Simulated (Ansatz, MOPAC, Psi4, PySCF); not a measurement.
Molecule: ozone, O3, charge 0, multiplicity 1. SMILES: O=[O+][O-]
Geometry from a B3LYP-D3(BJ)/def2-TZVP (Ansatz, a program for electronic structure) optimisation:
```
O
O 1 1.2535
O 1 1.2535 2 118.30
```
Charge 0, spin multiplicity 1.

Property: vertical electron affinity to the doublet, in eV. Terms: no dispersion term unless named; PM7 with its own dispersion and hydrogen-bond terms; non-relativistic; six Cartesian d functions in 6-31G* and its kin unless marked 5d; spin-orbit terms left out; open shells spin-unrestricted; each state is the SCF solution reached for its charge and spin. Ab initio and DFT rows: single points at B3LYP-D3(BJ) geometries (Ansatz). Semi-empirical rows: differences of heats of formation at the shared geometry for vertical values. Anions need diffuse functions, which STO-3G, LANL2DZ, def2-SVP, cc-pVDZ and Pople sets without + lack. The Hartree-Fock reference of O=[O+][O-] is unstable towards a lower, spin-broken solution.

```
level               program  vertical electron affinity to the doublet (eV)
------------------  -------  ----------------------------------------------
AM1                   MOPAC                                            3.03
PM7                   MOPAC                                            2.34
HF/6-31G*            Ansatz                                            2.21
PBE/6-31G*           Ansatz                                            0.56
M06-2X/6-31G* (5d)    PySCF                                            1.54
wB97X-D/6-31G*         Psi4                                            1.37
PBE0/def2-TZVPD      Ansatz                                            2.14
```

No value to compare with is used here. The 6 habitual levels span 0.56 (PBE/6-31G*) to 3.03 eV (AM1); PBE0/def2-TZVPD gives 2.14.

The levels are drawn from those run, B3LYP/6-31G* more often than the rest, none by its result; runs whose electronic state is in doubt are left out.
